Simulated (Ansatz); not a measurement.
A nudged elastic band was laid between two geometries of CH4BF + H2 (9 atoms, charge 0, multiplicity 1).

Computed with RKS PBE/def2-SVP (Ansatz).

| Quantity | Value |
| --- | --- |
| movable images | 7 |
| climbing image | yes |
| spring | 5.0 eV/Å² |
| optimiser | quadratic models (default) |
| start path | through a guess of the saddle point |
| force threshold | 0.2 eV/Å |
| iteration limit | 60 |
| end points | relaxed |

Initial state:

```xyz
9
Properties=species:S:1:pos:R:3
B 0.124 -0.514 -0.058
F 0.071 -0.327 1.267
C 1.462 -0.313 -0.838
H 1.664 -1.184 -1.498
H 1.337 0.549 -1.533
H 2.342 -0.122 -0.194
H -0.931 -0.828 -0.593
H -0.259 2.990 1.135
H -0.217 2.275 1.415
```

Final state:

```xyz
9
Properties=species:S:1:pos:R:3
B 0.030 0.462 -0.232
F 0.058 0.022 1.797
C 1.403 -0.038 -0.787
H 1.489 -1.142 -0.831
H 1.435 0.313 -1.846
H 2.297 0.385 -0.287
H -1.022 -0.074 -0.521
H -0.059 1.637 0.166
H -0.037 0.960 1.644
```

(1) What changes between the two ends?

(2) What energy profile does the band end with?

(3) What is the geometry of the highest image?

Results:

(1) Bonds broken: B1–F2, H8–H9. Bonds formed: B1–H8, F2–H9. CH4BF + H2 becomes CH5B + FH.

(2) The forces met the threshold. The highest image is number 7 of 0 to 8, 145.9 kJ/mol above the first end and 14.7 kJ/mol above the last; the last end lies 131.2 kJ/mol above the first. The threshold of 0.2 eV/Å is loose, so the images may lie well off the minimum-energy path. Another band between the same ends (7 images) ends at a top of the same energy, where a vibrational analysis finds 1 clearly imaginary mode. The orbitals stay closed-shell, which can raise the energy where a bond breaks towards radicals; this wasn't checked here.

| image | path coordinate (Å) | energy (kJ/mol) | B1–F2 (Å) | H8–H9 (Å) | B1–H8 (Å) |
| --- | --- | --- | --- | --- | --- |
| 0 | 0.00 | 0.0 | 1.34 | 0.77 | 3.72 |
| 1 | 0.46 | 0.3 | 1.34 | 0.77 | 3.44 |
| 2 | 0.93 | 0.8 | 1.34 | 0.77 | 3.08 |
| 3 | 1.39 | 2.4 | 1.34 | 0.77 | 2.74 |
| 4 | 1.86 | 8.0 | 1.34 | 0.77 | 2.35 |
| 5 | 2.33 | 26.6 | 1.36 | 0.77 | 1.96 |
| 6 | 2.79 | 82.8 | 1.45 | 0.82 | 1.56 |
| 7 | 3.26 | 145.9 | 1.70 | 1.10 | 1.33 |
| 8 | 3.80 | 131.2 | 2.08 | 1.63 | 1.24 |

(3) 
```xyz
9
Properties=species:S:1:pos:R:3
B 0.038 0.333 -0.042
F 0.080 -0.027 1.617
C 1.400 -0.018 -0.741
H 1.517 -1.121 -0.815
H 1.386 0.360 -1.787
H 2.298 0.395 -0.242
H -1.042 -0.044 -0.449
H -0.060 1.607 0.309
H -0.022 1.041 1.254
```

The run took 2.6 min on 1 thread of Arm Neoverse V1 (shared host), peak memory 0.12 GiB.
